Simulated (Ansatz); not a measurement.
Basis-set extrapolation for C2H5ClNOP (`OP/N=C/CCl`) (PBE0-D4/def2-TZVP geometry, frozen core, Ansatz). Multiplicity 1, RHF reference.

```
                       def2-TZVPP    def2-QZVPP
                 HF  -1008.310353  -1008.343119
    MP2 correlation     -1.101235     -1.187962
CCSD(T) correlation     -1.200068       not run
```

Energies in hartree. Use E(X) = E(∞) + A·exp(−7.88·√X) for Hartree–Fock and E(X) = E(∞) + B·X^(−2.97) for correlation, with X = 3 and 4, and add CCSD(T) minus MP2 of the smaller set to the MP2 limit.

Problem. What is the CCSD(T) energy at the basis-set limit?

Solution. HF limit: -1008.343119 + (-0.032766) × 0.13774 = -1008.34763. MP2 limit: -1.187962 + (-0.086727) × 0.74074 = -1.25220. Higher-order term: -1.200068 − (-1.101235) = -0.09883. Total: -1009.69866 hartree, 494.2 kJ/mol below CCSD(T)/def2-TZVPP.
